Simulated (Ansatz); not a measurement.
# Elastic constant C12 of some fcc solids

Method: LDA in Ansatz (plane waves, PAW). References are measured values at low temperature.

Values in GPa.

```json
[
 {"solid": "fcc Al", "reference": "61.9", "LDA": "69.3", "error (%)": "+12.0"},
 {"solid": "fcc Pd", "reference": "176¶", "LDA": "205", "error (%)": "+16.5"},
 {"solid": "fcc Pt", "reference": "254", "LDA": "270", "error (%)": "+6.3"},
 {"solid": "fcc Ag", "reference": "97.3", "LDA": "124", "error (%)": "+27"},
 {"solid": "fcc Au", "reference": "170¶", "LDA": "184", "error (%)": "+8.2"},
 {"solid": "fcc Ni", "reference": "151", "LDA": "208", "error (%)": "+38"},
 {"solid": "fcc Cu", "reference": "125¶", "LDA": "166", "error (%)": "+33"}
]
```

Over these 7 solids the mean error is +20 %, the mean absolute error 20 % (median 16.5 %), and the worst case fcc Ni at +38 %; the value is above the reference in 7 of 7 cases.

All these references are low-temperature values that still hold zero-point motion.

Spin–orbit coupling is left out, also for the solids with elements from indium on (fcc Pt, fcc Au); its size isn't shown.

¶ marks references of a special kind: fcc Pd, 176 GPa (measured, 0 K, extrapolated to 0 K; zero-point effects included; as tabulated in Malica and Corso (2021), arXiv:2109.00459); fcc Au, 170 GPa (measured, 0 K, extrapolated to 0 K; zero-point effects included; as tabulated in Malica and Corso (2021), arXiv:2109.00459); fcc Cu, 125 GPa (measured, 0 K, extrapolated to 0 K; zero-point effects included; as tabulated in Malica and Corso (2021), arXiv:2109.00459).

Differences are worked out from the printed values.

Each level is taken at its own relaxed cell. Ansatz's density-functional and Hartree–Fock values are scalar-relativistic unless marked +SOC, with PAW data made under PBE.

Ansatz's runs of these crystals have no spin polarisation, but for fcc Ni.

Density-functional runs with spin start from parallel moments for fcc Ni.

Not in this set, of the fcc solids with a reference value in our tables and a result at some level: 3 for a reference at room or unstated temperature. These can be a level's best or worst cases. Solids without a released value at any level aren't counted. L1₀ solids are left out, as their cells have other axes than the references. Layered and molecular crystals are counted apart. The metals Ce to Yb are counted apart.

References as tabulated in Li et al. (2021), arXiv:2102.01972; Malica and Corso (2021), arXiv:2109.00459.

Ansatz is a quantum-chemistry and plane-wave program.
